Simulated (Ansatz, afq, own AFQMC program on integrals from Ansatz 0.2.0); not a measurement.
CH₃N, singlet: AFQMC among the cluster methods

```yaml
atoms:
  - { symbol: N, position_ang: [0.0000, 0.0582, 0.5542] }
  - { symbol: C, position_ang: [0.0000, -0.1584, -0.7297] }
  - { symbol: H, position_ang: [0.0000, 0.9667, 1.0152] }
  - { symbol: H, position_ang: [0.0000, -0.7270, 1.1922] }
  - { symbol: H, position_ang: [0.0000, 0.8384, -1.2134] }
```

Connectivity, by distances: NH2–CH.

Basis cc-pVDZ. Noble-gas cores (and the filled d shells of Ga–Kr and In–Xe) are frozen. AFQMC by an in-house program on the Cholesky factors that Ansatz 0.2.0 writes for its CCSD(T) run. The CISD trial takes its coefficients from CCSD amplitudes. Released means that phaseless walkers are propagated on without the constraint, phases kept. Error bars are statistical, one sigma.

Determinant: RHF, the one that the program's search chose, which needn't be the lowest solution. The geometry is a point of a scan.

No full CI on the walks' own integrals is used here; CCSDT(Q) serves as the reference and is uncertain by about the last step of the cluster series.

Cautions: the ph-AFQMC/HF walk drifts between its halves (2.0 errors).

```
T1 diagnostic                               : 0.0170
weight of the determinant in the CISD state : 0.884
size of the correlated space                : 12 electrons in 41 orbitals
```

Reference: CCSDT(Q), correlation energy -8.918 eV. The released energy is read at 2.40 1/Eh (meV from the phaseless value at times in 1/Eh: 3 ± 19 at 0.24, -28 ± 20 at 0.51, -18 ± 16 at 0.99, -6 ± 18 at 1.62, -6 ± 19 at 2.40).

| level | E − E(reference) (mEh) | share of correlation (%) |
| --- | --- | --- |
| HF | 327.74 | 0.00 |
| MP2 | 38.15 | 88.36 |
| CCSD | 10.79 | 96.71 |
| CCSD(T) | 1.37 | 99.58 |
| CCSDT | 0.70 | 99.79 |
| ph-AFQMC/HF | 1.73 ± 2.61 | 99.47 |
| ph-AFQMC/CISD | 0.08 ± 0.73 | 99.98 |
| released AFQMC | -0.14 ± 0.71 | 100.04 |

A walk keeps the symmetry of its determinant, which the program's search chose and which needn't be the lowest solution, so a lower state of the same spin and another symmetry isn't excluded. Released energies are given only where the last usable release times agree within the noise; a slower fall can still hide under it.
